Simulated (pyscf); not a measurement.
Single points on ωB97X-D3(BJ)/def2-SVP structures (PySCF, gas phase).

Task: Estimate the classical barrier height and the reaction energy of `[AlH2][AsH2]` + `[OH2]` → `[OH][AlH][AsH2]` + `[H][H]` at PBE/def2-TZVP. The step runs on the singlet surface, breaks Al–H, H–O and forms Al–O, H–H; take the separated reactants as zero.

Result: ΔE‡ = -8.7 kcal/mol, ΔE = -28.7 kcal/mol. ωB97M-D3(BJ)/def2-TZVP gives -5.1 kcal/mol and -29.5 kcal/mol. Zero-point energy shifts the barrier by +0.4 kcal/mol. It is a four-centre exchange, with an imaginary mode of 1304i cm⁻¹. On the reactant side the descent ends in an adduct with a Al–O contact, 22.1 kcal/mol under the separated species and 16.3 kcal/mol under the saddle at ωB97X-D3(BJ)/def2-TZVP. At PBE the saddle lies under the separated reactants, which points to a path from their complex (located at ωB97X-D3(BJ) alone). What is counted as formed (Al–O) is already present as a longer contact in the reactant adduct; forming that adduct is a step of its own. At the saddle there is also a short Al–H contact that neither side keeps. This is the saddle that the search found; another between the same sides may lie lower. Elements up to Kr have no core potential and no relativistic terms here.
